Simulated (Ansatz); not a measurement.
System: bcc W. Method: PBEsol-D3(BJ) (Ansatz, a program for electronic structure, PAW).

From the output:

```
Crystal: 1 atoms, lattice volume = 15.623 Å³
Basis set: ecut = 520 eV, 429 PW (Γ), exchange–correlation on 48×48×48 points (8 copies of the dense FFT grid, shifted against one another)
Bands: 11, of which v1, the nominal top of the filled ones, is band 7 counted from 1 (6 counted from 0)
Symmetry: 48 space group operations
Space group: Im-3m (ITA 229), of the structure as read, at distance tolerance 2.5e-5 Å
k-points: 413 of 13824
Functional: x = pbesol(κ = 0.804, μ = 0.12345679012345678), c = pbesol(β = 0.046)
SCF iter   1: F=—  HF=-10257.324581 eV  |F-HF|=—  |Δ(HF+E_count)|=         —  Δρ=1.92e-3  dr2=1.15e-4
SCF iter   2: F=—  HF=-10257.324480 eV  |F-HF|=—  |Δ(HF+E_count)|=   1.01e-4  Δρ=1.01e-3  dr2=3.63e-5
  ...
SCF iter   6: F=—  HF=-10257.324520 eV  |F-HF|=—  |Δ(HF+E_count)|=   1.36e-8  Δρ=1.10e-6  dr2=1.53e-10
SCF iter   7: F=-10257.324520 eV  HF=-10257.324520 eV  |F-HF|=2.18e-11  |Δ(HF+E_count)|=  5.46e-11  Δρ=4.32e-7  dr2=2.25e-11
SCF 1 converged in 7 iterations: F = -10257.324520 eV  dr2 = 2.25e-11
SCF converged after 7 iterations
Free energy (F): -10257.324520 eV
Internal energy: -10257.321174 eV  (E = F + TS)
E sigma→0 (E₀):  -10257.322847 eV
Fermi energy:    22.869144 eV
--- Stress (GPa, compression-positive) ---
       -6.419582       0.000000      -0.000000
        0.000000      -6.419582      -0.000000
        0.000000      -0.000000      -6.419582
  P = ⅓ Tr σ = -6.4196 GPa (-64.196 kbar)
```

Q: Write an input file that could have produced this run (the log leaves some choices open).

A: This is not unique; one that fits is 
Ansatz 0.2 input:
```yaml
crystal:
  lattice:
    - [-1.574841799, 1.574841799, 1.574841799]
    - [1.574841799, -1.574841799, 1.574841799]
    - [1.574841799, 1.574841799, -1.574841799]
  atoms:
    - { symbol: W, position: [0.0, 0.0, 0.0] }
basis:
  ecutwfc: 520
  ecutrho_ratio: 4
  xc_grid: 2
kpoints:
  mp_grid: { grid: [24, 24, 24] }
hamiltonian:
  xc: pbesol
  dispersion: d3bj
  pseudopotentials: { kind: paw }
scf:
  occupations: { method: fermi_dirac, width: 0.05 }
  convergence: { dr2_threshold: 0.0000000001 }
output:
  forces: false
  stress: true
  eigenvalues: true
```

The cell is one volume of an energy–volume scan, off the minimum.

The PAW data were made under PBE.
